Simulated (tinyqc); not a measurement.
Inside a calculation. Method: CIS on RHF in the sto-3g basis, for H2F+, spin multiplicity 1. One step of it, computed by the program tinyqc.

Question. CIS matrix, singlets. A(ia,jb) = (e_a - e_i) d_ij d_ab + 2 (ia|jb) - (ij|ab).

orbital energies (hartree): MO1 -26.607938, MO2 -2.033571, MO3 -1.167729, MO4 -1.056395, MO5 -1.027894, MO6 -0.035846, MO7 0.121061

Two-electron integrals over orbitals (pq|rs), unique and non-zero (hartree):
```
p,q,r,s,(pq|rs)
1,1,1,1,5.362447
2,1,1,1,-0.504128
2,1,2,1,0.075231
2,2,1,1,1.203858
2,2,2,1,-0.019496
2,2,2,2,0.858227
3,1,3,1,0.017197
3,2,3,1,0.025615
3,2,3,2,0.157012
3,3,1,1,0.981268
3,3,2,1,-0.008108
3,3,2,2,0.754094
3,3,3,3,0.729767
4,1,1,1,0.128482
4,1,2,1,-0.016381
4,1,2,2,0.013468
4,1,3,3,0.004860
4,1,4,1,0.028209
4,2,1,1,-0.092109
4,2,2,1,0.007810
4,2,2,2,0.001331
4,2,3,3,-0.005754
4,2,4,1,0.030224
4,2,4,2,0.160591
4,3,3,1,-0.003544
4,3,3,2,0.006766
4,3,4,3,0.048121
4,4,1,1,1.159256
4,4,2,1,-0.014362
4,4,2,2,0.815835
4,4,3,3,0.709907
4,4,4,1,-0.010657
4,4,4,2,-0.089090
4,4,4,4,0.891450
5,1,5,1,0.029601
5,2,5,1,0.039144
5,2,5,2,0.181747
5,3,5,3,0.037920
5,4,5,1,-0.009341
5,4,5,2,-0.033863
5,4,5,4,0.054260
5,5,1,1,1.264011
5,5,2,1,-0.014189
5,5,2,2,0.880383
5,5,3,3,0.743139
5,5,4,1,0.003663
5,5,4,2,-0.050641
5,5,4,4,0.835429
5,5,5,5,0.997514
6,1,1,1,0.211709
6,1,2,1,-0.033249
6,1,2,2,0.004366
6,1,3,3,0.002358
6,1,4,1,-0.005125
6,1,4,2,-0.018890
6,1,4,4,0.013118
6,1,5,5,0.005859
6,1,6,1,0.020914
6,2,1,1,-0.286978
6,2,2,1,0.007432
6,2,2,2,-0.144319
6,2,3,3,-0.089099
6,2,4,1,-0.017380
6,2,4,2,-0.041582
6,2,4,4,-0.102906
6,2,5,5,-0.149891
6,2,6,1,0.004471
6,2,6,2,0.076004
6,3,3,1,-0.003921
6,3,3,2,0.025781
6,3,4,3,0.018059
6,3,6,3,0.068541
6,4,1,1,-0.265820
6,4,2,1,0.003390
6,4,2,2,-0.140452
6,4,3,3,-0.083325
6,4,4,1,-0.006059
6,4,4,2,0.008233
6,4,4,4,-0.149112
6,4,5,5,-0.145855
6,4,6,1,0.001119
6,4,6,2,0.060515
6,4,6,4,0.073450
6,5,5,1,-0.013726
6,5,5,2,-0.052773
6,5,5,4,-0.007600
6,5,6,5,0.026064
6,6,1,1,0.690765
6,6,2,1,-0.005471
6,6,2,2,0.569219
6,6,3,3,0.551799
6,6,4,1,0.015827
6,6,4,2,0.066766
6,6,4,4,0.534385
6,6,5,5,0.544835
6,6,6,1,-0.004891
6,6,6,2,-0.052808
6,6,6,4,-0.027816
6,6,6,6,0.542266
7,1,3,1,0.016993
7,1,3,2,0.024239
7,1,4,3,-0.003605
7,1,6,3,-0.003528
7,1,7,1,0.016810
7,2,3,1,0.017476
7,2,3,2,0.065525
7,2,4,3,-0.023012
7,2,6,3,-0.026938
7,2,7,1,0.016612
7,2,7,2,0.056378
7,3,1,1,0.426885
7,3,2,1,-0.008440
7,3,2,2,0.208198
7,3,3,3,0.162620
7,3,4,1,-0.001167
7,3,4,2,-0.057605
7,3,4,4,0.202264
7,3,5,5,0.231943
7,3,6,1,0.005257
7,3,6,2,-0.071034
7,3,6,4,-0.085285
7,3,6,6,0.018628
7,3,7,3,0.161849
7,4,3,1,-0.007476
7,4,3,2,-0.055845
7,4,4,3,0.008476
7,4,6,3,-0.041996
7,4,7,1,-0.007403
7,4,7,2,-0.011388
7,4,7,4,0.048806
7,5,5,3,0.025582
7,5,7,5,0.019974
7,6,3,1,-0.009813
7,6,3,2,-0.094157
7,6,4,3,-0.047295
7,6,6,3,-0.083719
7,6,7,1,-0.009610
7,6,7,2,0.006138
7,6,7,4,0.060057
7,6,7,6,0.159777
7,7,1,1,0.796660
7,7,2,1,-0.007753
7,7,2,2,0.612155
7,7,3,3,0.612607
7,7,4,1,0.003237
7,7,4,2,0.007213
7,7,4,4,0.590289
7,7,5,5,0.600089
7,7,6,1,0.002530
7,7,6,2,-0.045767
7,7,6,4,-0.031193
7,7,6,6,0.536483
7,7,7,3,0.070828
7,7,7,7,0.576019
```

Give: CIS matrix A, singlet.

Answer.

CIS matrix A, singlet (hartree), lower triangle:
```
,1>6,1>7,2>6,2>7,3>6,3>7,4>6,4>7,5>6,5>7
1>6,25.923
1>7,0.000,25.966
2>6,0.014,0.000,1.581
2>7,0.000,0.041,0.000,1.655
3>6,0.000,0.003,0.000,0.040,0.717
3>7,0.020,0.000,-0.048,0.000,0.000,1.000
4>6,-0.014,0.000,0.054,0.000,0.000,-0.123,0.633
4>7,0.000,-0.018,0.000,-0.030,-0.037,0.000,0.000,0.685
5>6,0.000,0.000,0.000,0.000,0.000,0.000,0.000,0.000,0.499
5>7,0.000,0.000,0.000,0.000,0.000,0.000,0.000,0.000,0.000,0.589
```
